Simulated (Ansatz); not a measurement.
**One elementary step**

Start structure (SiH4ClF, singlet), relaxed at PBE0-D4/def2-TZVP:

Si1  (-0.840, -0.737, 0.118)
F2  (0.720, -0.502, -0.218)
H3  (-1.116, -2.181, -0.045)
H4  (-1.072, -0.300, 1.512)
H5  (-1.632, 0.071, -0.836)
H6  (1.786, 1.209, -0.288)
Cl7  (2.154, 2.439, -0.244)
(Å)

The step: SiH₃F ([F][SiH3]) + HCl → SiH₃Cl ([SiH3][Cl]) + HF; bonds formed: Si1–Cl7, F2–H6; bonds broken: Si1–F2, H6–Cl7. Computed with Ansatz 0.2.0 (basis: def2-TZVPP and def2-QZVPP); correlated methods freeze the cores. Extrapolation: Hartree–Fock as exp(−7.88 √X), correlation as X^−2.97. Energies below are by CCSD(T) at an estimated basis limit (MP2 extrapolated from triple and quadruple zeta, plus CCSD(T) − MP2 in triple zeta).

Task: What are the electronic barrier and the energy of the step, from the start structure to the end structure? (Judge from chemistry; the value comes from the calculation.)

Result: Computed: Barrier 38.67 kcal/mol; step energy 7.44 kcal/mol (uphill); reverse barrier, their difference, 31.23 kcal/mol. Barrier and step energy count from the start structure, the reverse barrier from the end structure.

The saddle point: One imaginary mode of 426i cm⁻¹.
```csv
pair,start (Å),saddle (Å),end (Å)
Si1–Cl7,4.38,2.42,2.08
F2–H6,2.02,1.06,0.93
Si1–F2,1.61,1.93,3.49
H6–Cl7,1.28,1.64,2.25
```

Zero-point energy (harmonic, PBE0-D4): ZPE is 22.31 kcal/mol at the start and 22.77 kcal/mol at the saddle, so the barrier goes from 38.67 to 39.13 kcal/mol.

No T1 diagnostic of these runs exceeds 0.012.

Labels in which every atom is bracketed show which atoms are joined, not bond orders.

For scale, one of the runs: CCSD(T)/def2-TZVPP, 171 basis functions, launched by `ansatz run in.yaml --threads 2 --pin off --events-out ev --progress --plain --max-ram 4352MiB`. Hardware: 2 CPU threads of an AMD EPYC 9R45, shared host. Wall time 11 s; peak host memory 1.4 GiB.
